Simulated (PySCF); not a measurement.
Compound: BH2Cl.
InChI=1S/BClH2/c1-2/h1H2

A linear-response calculation (PySCF, def2-SVPD basis, gas phase, vertical, core orbitals frozen in the response) gave these numbers; the functional is withheld.

Orbital energies (eV): HOMO-3 -13.04, HOMO-2 -12.80, HOMO-1 -11.63, HOMO -10.10, LUMO -0.75, LUMO+1 1.13, LUMO+2 1.92.

```csv
state,E (eV),f,"main configurations (H = HOMO, L = LUMO)"
S1,5.04,0.0000,H→L (98%)
S2,7.49,0.120,H-1→L (95%)
S3,7.66,0.0092,H-2→L (99%)
S4,7.72,0.0000,H-3→L (98%)
S5,8.19,0.0064,"H→L+1 (85%), H→L+2 (10%)"
S6,8.79,0.046,"H→L+2 (84%), H→L+1 (10%)"
```

Triplets, Tamm–Dancoff:

```
state  E (eV)  λ (nm)  main configurations (H = HOMO, L = LUMO)
   T1    4.61   269.2                                 H→L (95%)
   T2    6.10   203.2                               H-1→L (98%)
   T3    6.87   180.5                               H-2→L (96%)
   T4    7.19   172.3                               H-3→L (94%)
```

Vertical ionisation energy by ΔSCF with the same functional: 11.50 eV. Mean static polarisability: 29.8 au.

Question: Name the functional.
A. PBE
B. HF
C. CAM-B3LYP
D. B3LYP

Answer: C. CAM-B3LYP is range-separated, 19% exact exchange at short range and 65% at long range (ω = 0.33 bohr⁻¹). In this run −ε(HOMO) = 10.10 eV differs from the ΔSCF value by -1.40 eV, and S1 differs from the orbital gap of 9.35 eV by -4.32 eV. The ratio −ε(HOMO)/IP is 0.88. Usual ranges for neutral molecules in this basis: 0.85 to 0.93 with CAM-B3LYP, 0.5 to 0.7 with PBE, 0.67 to 0.83 with B3LYP; Hartree–Fock can't fall below 1, since the ion's relaxation only lowers the ΔSCF value.

Method used: TDDFT CAM-B3LYP/def2-SVPD, vertical, gas phase, core orbitals frozen in the response in PySCF. Geometry: PBE0-D3(BJ)/def2-SVP; no solvent, vibrations or thermal averaging.
